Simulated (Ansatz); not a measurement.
# CH6ClSi: the cost of one run

The runs use Ansatz 0.2.0, Gaussian basis; PBE0-D4, def2-SVP first, then def2-TZVP.

152 further runs of the same task are left out: 152 set aside as unsound or not needed.

**1. The system as given**

The guess: 9 atoms, charge 0, spin multiplicity 2.

Atoms are counted from 1 here; the program's logs count them from 0.

Bond lengths: Cl1–C2 1.904 Å, C2–H4 1.081 Å, C2–H5 1.081 Å, C2–H6 1.081 Å, Si3–H7 1.447 Å, Si3–H8 1.447 Å, Si3–H9 1.447 Å. Angles: Cl1–C2–H4 106.3°, Cl1–C2–H5 106.2°, Cl1–C2–H6 106.3°, H4–C2–H5 112.5°, H4–C2–H6 112.5°, H5–C2–H6 112.5°, H7–Si3–H8 116.4°, H7–Si3–H9 116.4°, H8–Si3–H9 116.4°.

Coordinates:

```xyz
9

Cl    0.0125    0.0319    0.3327
C     0.0859    0.1721    2.2305
Si   -0.0900   -0.1785   -2.3327
H    -0.8021    0.7109    2.5286
H     0.1011   -0.8405    2.6079
H     0.9935    0.7120    2.4591
H    -0.8031   -1.4297   -2.4752
H    -0.8168    1.0210   -2.6890
H     1.3189   -0.1992   -2.6620
```

Distances that are to change: Cl1–Si3 2.68 Å, Cl1–C2 1.90 Å.

**2. Relaxing the guess with the reacting distances held**

hold/in.yaml reads:

```yaml
crystal:
  periodic: [false, false, false]
  atoms:
    - {symbol: Cl, position_ang: [0.012500, 0.031900, 0.332700]}
    - {symbol: C, position_ang: [0.085900, 0.172100, 2.230500]}
    - {symbol: Si, position_ang: [-0.090000, -0.178500, -2.332700]}
    - {symbol: H, position_ang: [-0.802100, 0.710900, 2.528600]}
    - {symbol: H, position_ang: [0.101100, -0.840500, 2.607900]}
    - {symbol: H, position_ang: [0.993500, 0.712000, 2.459100]}
    - {symbol: H, position_ang: [-0.803100, -1.429700, -2.475200]}
    - {symbol: H, position_ang: [-0.816800, 1.021000, -2.689000]}
    - {symbol: H, position_ang: [1.318900, -0.199200, -2.662000]}
basis:
  gaussian: {orbitals: def2-SVP}
magnetization: {spin_polarized: true, initial_magnetization: 1}
hamiltonian: {xc: pbe0, dispersion: d4}
relax: {f_tol: 0.04, max_steps: 150, escape_saddle: false, constraints: [{distance: [0, 2]}, {distance: [0, 1]}]}
```

Launch:

```bash
$ ansatz run in.yaml --threads 4 --pin off --events-out ev --progress --plain --max-ram 9574MiB
```

**Question.** How long does this run take on 4 threads of Arm Neoverse V1, shared host?

About 6.5 s.
